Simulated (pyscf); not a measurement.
7 gas-phase steps of one pattern: hydrogen abstraction on the doublet surface, H–H broken and Ge–H or H–Si formed. Structures and frequencies: ωB97X-D3(BJ)/def2-SVP in PySCF. Electronic energies in kcal/mol, from the separated reactants; ΔE‡ and ΔE at ωB97M-D3(BJ)/def2-TZVP. Rows were drawn at random from the steps of this pattern with a verified saddle, stable references and no exit in the data more than 5 kcal/mol lower.

| row | step | ΔE | ΔE‡ |
|---|---|---|---|
| 1 | •H₂Si–O–SiH₃ + H₂ → H₃Si–O–SiH₃ + H• | +10.0 | 15.1 |
| 2 | H₃C–SiH•–Cl + H₂ → H₃C–SiH₂–Cl + H• | +10.5 | 15.3 |
| 3 | SiH₃• + H₂ → SiH₄ + H• | +11.1 | 16.1 |
| 4 | H₂N–Si•(NH₂)–I + H₂ → H₂N–SiH(NH₂)–I + H• | +12.3 | ? |
| 5 | •H₂Si–I + H₂ → H₃Si–I + H• | +13.5 | 17.9 |
| 6 | •H₂Ge–O–GeH₃ + H₂ -> H₃Ge–O–GeH₃ + H• | +20.9 | 23.8 |
| 7 | [HSi=Se]• + H₂ → H₂Si=Se + H• | +22.8 | 26.5 |

Question: From a straight line through the complete rows, estimate the missing barrier and say how far the line can be trusted.

Answer: Over the 6 complete rows the means are +14.8 (ΔE) and 19.1 (ΔE‡); least squares gives b = 0.86 and a = 6.4 kcal/mol, with residuals of 0.3 kcal/mol (root mean square; largest 0.6, row 6). For row 4: 6.4 + 0.86 × (+12.3) = 17.0 kcal/mol. The computed barrier is 16.3 kcal/mol, 0.7 under the line. The line follows the complete rows closely. Each barrier is that of the saddle found. Elements up to Kr have no core potential and no relativistic terms here. Elements past Kr carry the def2 core potentials, without spin-orbit coupling.
